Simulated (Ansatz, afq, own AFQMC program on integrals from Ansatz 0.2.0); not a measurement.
Two steps: Ansatz 0.2.0 writes the Fock matrix and Cholesky factors of the valence space, and afq projects on them the lowest state that overlaps trial and start.

```yaml
crystal:
  periodic: [false, false, false]
  atoms:
    - {symbol: Mn, position_ang: [0.000000, 0.000000, 0.000000]}
basis:
  gaussian: {orbitals: def2-TZVPP}
magnetization: {spin_polarized: true, initial_magnetization: 5}
correlation: {method: ccsd_t, electrons: outside_noble_gas, hamiltonian_folder: ham}
```

```sh
$ ansatz run in.yaml --threads 1 --pin off --events-out ev --progress --plain --max-ram 16896MiB --backend cuda --devices 0, --max-vram 18GiB
```

Options of the walk:

```
--method phaseless --trial cisd --walkers 3600 --populations 20 --least-time 60 --time-step 0.005 --steps-per-block 50 --equilibration-blocks 40 --max-blocks 4000 --target-error 0.00016 --factor-cut 1e-05 --start spin_pure --seed 1989 --release-times 0.24,0.6,1.2,2,3,4.2 --release-step 0.04 --release-every 3 --taylor-order 6
```

Times are imaginary, in 1/Eh. The walk had a cap of 335 s. With eight or more populations the least sampling time is a fifth of least-time, and the error comes from their spread.

```
orbitals 55  electrons 6 1  factors 432 of 455
reference energy -1149.84678949 Eh
CCSD correlation -0.13127996 Eh in 11 cycles, weight of the determinant in the CISD state 0.9156
energy of the start -1149.977787 Eh
 block  time / (1/Eh)  mean weight  energy / Eh
     1     0.250  0.9999  -1149.978230
     2     0.500  1.0002  -1149.979059
     3     0.750  1.0003  -1149.979691
     4     1.000  0.9998  -1149.980207
     5     1.250  0.9997  -1149.980399
    10     2.500  0.9999  -1149.981570
    19     4.750  1.0002  -1149.981962
    29     7.250  1.0001  -1149.982275
    39     9.750  1.0000  -1149.982492
    49    12.250  1.0000  -1149.981838
    59    14.750  1.0003  -1149.981997
    67    16.750  1.0001  -1149.981519
    69    17.250  1.0004  -1149.981638
    79    19.750  0.9998  -1149.982287
    89    22.250  1.0000  -1149.982202
error from the spread of 20 populations
released: time / (1/Eh)  energy / Eh  error  mean overlap
  0.24  -1149.981972  0.000063  0.9972
  0.60  -1149.982122  0.000071  0.9936
  1.20  -1149.982157  0.000084  0.9883
  2.00  -1149.982174  0.000060  0.9772
  3.00  -1149.982207  0.000071  0.9704
  4.20  -1149.982187  0.000121  0.9655
energy -1149.981936 +/- 0.000063 Eh
(rows thinned)
```

Question: Estimate how long the walk took on 1 × NVIDIA H100 80GB HBM3 with 2 threads of AMD EPYC 7R13 Processor (Zen 3), on a shared host (the card was shared).

Answer: 91 s of wall time.

The run passed its tests (sampling time, drift between the halves within three errors, error under three times the target), which doesn't prove that it has relaxed.

Against this walk (error 1.7 meV) on the same determinant: CCSD(T) 5.4 meV higher, CCSDT(Q) 9.7 meV lower. The error is statistical and leaves out the bias of the constraint. Released to 4.20 1/Eh the energy moves by -7 ± 4 meV (both errors), within twice the noise.

Cautions: constraint bias not in the error; no relativity below Rb; outer-core shells of the metal frozen.

CCSDT and higher add their correlation energy to the determinant of the CCSD(T) run, since their own runs factorise the integrals more tightly (a shift of under 2 meV). A walk keeps the symmetry of its determinant, which the program's search chose and which needn't be the lowest solution, so a lower state of the same spin and another symmetry isn't excluded.
